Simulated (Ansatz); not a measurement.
Total energies of H4OSi2 (`[SiH]O[SiH3]`).

Cartesian coordinates in Å:
```
Si -0.759 2.121 -0.097
O -0.843 0.486 -0.265
Si 0.039 -0.895 -0.061
H 0.695 2.198 0.434
H 1.396 -0.557 0.439
H -0.663 -1.763 0.917
H 0.135 -1.590 -1.368
```

Total charge 0; spin multiplicity 1. The geometry is a stationary point of PBE0-D4/def2-TZVP. Basis def2-TZVPP, the Gaussian-basis code of Ansatz.

RPA on PBE orbitals: Hartree–Fock energy of these orbitals -655.10047 Eh, correlation -0.81832 Eh (frozen core).

```json
{"functional": "LDA (SPW92)", "energy without D4 (Eh)": "-653.79307", "D4 term (kJ/mol)": "–"}
{"functional": "PBE", "energy without D4 (Eh)": "-656.29483", "D4 term (kJ/mol)": "-13.8"}
{"functional": "revPBE", "energy without D4 (Eh)": "-656.53328", "D4 term (kJ/mol)": "-40.3"}
{"functional": "BLYP", "energy without D4 (Eh)": "-656.67037", "D4 term (kJ/mol)": "-30.4"}
{"functional": "r2SCAN", "energy without D4 (Eh)": "-656.58831", "D4 term (kJ/mol)": "-3.1"}
{"functional": "B97M-V", "energy without D4 (Eh)": "-656.51529", "D4 term (kJ/mol)": "–"}
{"functional": "PBE0", "energy without D4 (Eh)": "-656.35250", "D4 term (kJ/mol)": "-11.6"}
{"functional": "B3LYP", "energy without D4 (Eh)": "-656.73534", "D4 term (kJ/mol)": "-22.5"}
{"functional": "r2SCANh", "energy without D4 (Eh)": "-656.58060", "D4 term (kJ/mol)": "-3.4"}
{"functional": "r2SCAN0", "energy without D4 (Eh)": "-656.56988", "D4 term (kJ/mol)": "-3.8"}
{"functional": "HSE06 (plane-wave form)", "energy without D4 (Eh)": "-656.33568", "D4 term (kJ/mol)": "-10.9"}
{"functional": "BHLYP", "energy without D4 (Eh)": "-656.65530", "D4 term (kJ/mol)": "-18.3"}
{"functional": "CAM-B3LYP", "energy without D4 (Eh)": "-656.67763", "D4 term (kJ/mol)": "-11.9"}
{"functional": "LC-ωPBE", "energy without D4 (Eh)": "-656.45006", "D4 term (kJ/mol)": "–"}
{"functional": "ωB97X-V", "energy without D4 (Eh)": "-656.56635", "D4 term (kJ/mol)": "–"}
{"functional": "ωB97M-V", "energy without D4 (Eh)": "-656.61921", "D4 term (kJ/mol)": "–"}
{"functional": "B2PLYP", "energy without D4 (Eh)": "-656.39825", "D4 term (kJ/mol)": "–"}
{"functional": "PBE-QIDH", "energy without D4 (Eh)": "-656.17313", "D4 term (kJ/mol)": "–"}
```

B3LYP takes the VWN-RPA correlation (the form of Gaussian; ORCA's B3LYP/G). HSE06 is the plane-wave form, built on full-range PBE exchange. The double hybrids freeze the cores in their second-order part.

LC-ωPBE has ω = 0.4 bohr⁻¹.
